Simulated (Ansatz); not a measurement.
A nudged elastic band was laid between two geometries of CH6OSi (9 atoms, charge 0, multiplicity 1).

The calculation used Ansatz 0.2.0, RKS PBE/def2-SVP.

```
movable images  : 3
climbing image  : no
spring          : 5.0 eV/Å²
optimiser       : quadratic models (default)
start path      : through a guess of the saddle point
force threshold : 0.03 eV/Å
iteration limit : 60
end points      : relaxed
```

Initial state:

```xyz
9
Properties=species:S:1:pos:R:3
Si 0.147 -0.005 0.023
H -0.318 -0.234 1.441
H 1.611 0.306 0.002
O -0.618 1.324 -0.663
C -2.019 1.410 -0.820
H -2.561 1.348 0.155
H -2.264 2.390 -1.281
H -2.422 0.610 -1.486
H -0.122 -1.262 -0.770
```

Final state:

```xyz
9
Properties=species:S:1:pos:R:3
Si 0.276 -0.291 -1.019
H 0.610 0.244 1.490
H 1.213 0.452 1.044
O -0.725 1.010 -1.388
C -2.034 1.313 -0.945
H -2.438 0.526 -0.268
H -2.032 2.285 -0.405
H -2.712 1.416 -1.821
H -0.724 -1.068 -0.086
```

Q: What changes between the two ends?

A: Bonds broken: Si1–H2, Si1–H3. Bonds formed: H2–H3. CH6OSi becomes CH4OSi + H2.

Q: Give the energies along the band, and the barrier.

A: It converged. The highest image is number 3 of 0 to 4, 1.91 eV above the first end and 0.05 eV above the last; the last end lies 1.86 eV above the first. Neighbouring images differ by up to 1.9 eV, so the band resolves the path poorly. No image climbed, so the highest image needn't sit at the top of the path. So few images can step over the top or miss a turn of the path. The orbitals stay closed-shell, which can raise the energy where a bond breaks towards radicals; this wasn't checked here.

```tsv
image	path coordinate (Å)	energy (eV)	Si1–H2 (Å)	Si1–H3 (Å)	H2–H3 (Å)
0	0.00	0.00	1.51	1.50	2.47
1	0.95	0.04	1.51	1.50	2.43
2	1.90	1.90	1.60	1.49	1.58
3	2.84	1.91	2.24	2.05	0.80
4	3.79	1.86	2.59	2.38	0.78
```

Q: What is the geometry of the highest image?

A: 
```xyz
9
Properties=species:S:1:pos:R:3
Si 0.407 -0.115 -0.945
H 0.335 0.054 1.285
H 1.017 0.319 0.964
O -0.631 1.182 -1.217
C -1.992 1.352 -0.869
H -2.267 0.780 0.047
H -2.195 2.430 -0.691
H -2.655 1.013 -1.696
H -0.586 -1.127 -0.275
```

Time of the run: 94 s on 1 thread of Arm Neoverse V1, on a shared host, peak memory 0.13 GiB.
